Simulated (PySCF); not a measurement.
# AlH₃: a look at the electrons

Aim: take AlH₃ and analyse its density (charges, bond critical points, surface potential), see where an electron leaves and enters and measure its response to a uniform field.

Computed with PySCF 2.14.0. Level: levels as typed in each script, gas phase, geometry from GFN2-xTB.

### Step 1. Starting geometry

SMILES `[AlH3]`, 4 atoms, charge 0, spin multiplicity 1.

Bond lengths: Al1–H2 1.553 Å, Al1–H3 1.553 Å, Al1–H4 1.553 Å. Angles: H2–Al1–H3 120.0°, H2–Al1–H4 120.0°, H3–Al1–H4 120.0°.

Geometry (Å):

```mol
AlH3
  3D, bonds by distance, orders not assigned

  4  3  0  0  0  0  0  0  0  0999 V2000
    0.0000    0.0000    0.0000 Al  0  0
   -1.0577    1.1372    0.0000 H   0  0
   -0.4560   -1.4846    0.0000 H   0  0
    1.5136    0.3474    0.0000 H   0  0
  1  2  8  0
  1  3  8  0
  1  4  8  0
M  END
```

### Step 2. Density, bond paths and surface potential (PBE0/def2-tzvp)

input.py reads:

```python
import numpy as np
from pyscf import gto, scf, dft
from pyscf.scf import atom_ks, atom_hf
from scipy.linalg import block_diag

def solve(mol, dm0=None, hcore=None):
    mf = (dft.UKS if mol.spin else dft.RKS)(mol, xc='pbe0')
    mf.grids.level = 3
    mf = mf.density_fit(auxbasis='def2-universal-jkfit')
    mf.conv_tol, mf.max_cycle = 1e-8, 80
    if hcore is not None:
        mf.get_hcore = lambda *args: hcore
    mf.kernel(dm0)
    if not mf.converged:
        mf = mf.newton().run(mf.mo_coeff, mf.mo_occ, max_cycle=30)
    assert mf.converged, 'SCF not converged'
    return mf

mol = gto.M(atom='''
Al     0.00000     0.00000     0.00000
H     -1.05770     1.13716     0.00000
H     -0.45597    -1.48457     0.00000
H      1.51364     0.34741     0.00000
''', basis='def2-tzvp', charge=0, spin=0, verbose=4)
mf = solve(mol)
mf.analyze()
# spherically averaged free atoms, for the promolecule
atm = atom_ks.get_atm_nrks(mol, xc='pbe0')
pro = block_diag(*[(atm[a[0]][2] * atm[a[0]][3]) @ atm[a[0]][2].T for a in mol._atom])
np.savez('result.npz', e=mf.e_tot, c=mf.mo_coeff, occ=mf.mo_occ, eps=mf.mo_energy, pro=pro, dip=mf.dip_moment(verbose=0), s2=mf.spin_square()[0])
```

The run is started by

```
OMP_NUM_THREADS=1 python input.py
```

### Step 4. Removing and adding an electron (PBE0/def2-tzvp)

Edit input.py of step 2 so:

```diff
@@ -25,3 +25,12 @@
 mf = solve(mol)
-mf.analyze()
+out = dict(e0=mf.e_tot, dm0=mf.make_rdm1(), c=mf.mo_coeff, occ=mf.mo_occ, eps=mf.mo_energy)
+for name, dq, spin in [('cation', 1, 1)]:
+    ion = mol.copy().set(charge=mol.charge + dq, spin=spin).build()
+    mi = solve(ion)
+    if spin and dq > 0 and mol.nao < 130:
+        c, _, stable, _ = mi.stability(return_status=True)
+        if not stable:
+            mi = solve(ion, mi.make_rdm1(c, mi.mo_occ))
+    print(name, 'vertical energy change / eV', (mi.e_tot - mf.e_tot) * 27.211386)
+    out.update({'e_' + name: mi.e_tot, 'dm_' + name: mi.make_rdm1(), 's2_' + name: mi.spin_square()[0], 'eps_' + name: mi.mo_energy, 'occ_' + name: mi.mo_occ})
 # spherically averaged free atoms, for the promolecule
@@ -29,2 +38,2 @@
 pro = block_diag(*[(atm[a[0]][2] * atm[a[0]][3]) @ atm[a[0]][2].T for a in mol._atom])
-np.savez('result.npz', e=mf.e_tot, c=mf.mo_coeff, occ=mf.mo_occ, eps=mf.mo_energy, pro=pro, dip=mf.dip_moment(verbose=0), s2=mf.spin_square()[0])
+np.savez('result.npz', pro=pro, **out)
```

### Step 5. Response to an electric field (PBE0/def2-tzvp)

input.py reads:

```python
import numpy as np
from pyscf import gto, scf, dft
from pyscf.scf import atom_ks, atom_hf
from scipy.linalg import block_diag

def solve(mol, dm0=None, hcore=None):
    mf = (dft.UKS if mol.spin else dft.RKS)(mol, xc='pbe0')
    mf.grids.level = 3
    mf = mf.density_fit(auxbasis='def2-universal-jkfit')
    mf.conv_tol, mf.max_cycle = 1e-8, 80
    if hcore is not None:
        mf.get_hcore = lambda *args: hcore
    mf.kernel(dm0)
    if not mf.converged:
        mf = mf.newton().run(mf.mo_coeff, mf.mo_occ, max_cycle=30)
    assert mf.converged, 'SCF not converged'
    return mf

mol = gto.M(atom='''
Al     0.00000     0.00000     0.00000
H     -1.05770     1.13716     0.00000
H     -0.45597    -1.48457     0.00000
H      1.51364     0.34741     0.00000
''', basis='def2-tzvp', charge=0, spin=0, verbose=4)
field = np.array([0.004, 0.0, 0.0])  # atomic units
mol.set_common_orig(mol.atom_charges() @ mol.atom_coords() / mol.atom_charges().sum())
mf = solve(mol)
out = dict(dm0=mf.make_rdm1(), d0=mf.dip_moment(unit='AU'), e0=mf.e_tot)
for name, sign in (('p', 1), ('m', -1)):
    h = mf.get_hcore() + sign * np.einsum('x,xij->ij', field, mol.intor('int1e_r'))
    mi = solve(mol, mf.make_rdm1(), h)
    out.update({'dm' + name: mi.make_rdm1(), 'd' + name: mi.dip_moment(unit='AU'), 'e' + name: mi.e_tot})
# spherically averaged free atoms, for the promolecule
atm = atom_ks.get_atm_nrks(mol, xc='pbe0')
pro = block_diag(*[(atm[a[0]][2] * atm[a[0]][3]) @ atm[a[0]][2].T for a in mol._atom])
np.savez('result.npz', pro=pro, **out)
```

(Steps that only read results are left out.)

What does the calculation give? Wanted: dipole moment; HOMO, LUMO; polarisability along the field.

**Answer**, as computed:

```
                                       quantity            value
                 dipole moment (PBE0/def2-tzvp)           0.00 D
                    HOMO, LUMO (PBE0/def2-tzvp)  -8.62, -1.71 eV
polarisability along the field (PBE0/def2-tzvp)       31.1 bohr³
```

What this shows: At PBE0/def2-tzvp: The highest Hirshfeld charge is on Al1 (+0.51 e), the lowest on H2, H3 and H4 (−0.17 e). The geometry was not optimised at these levels.
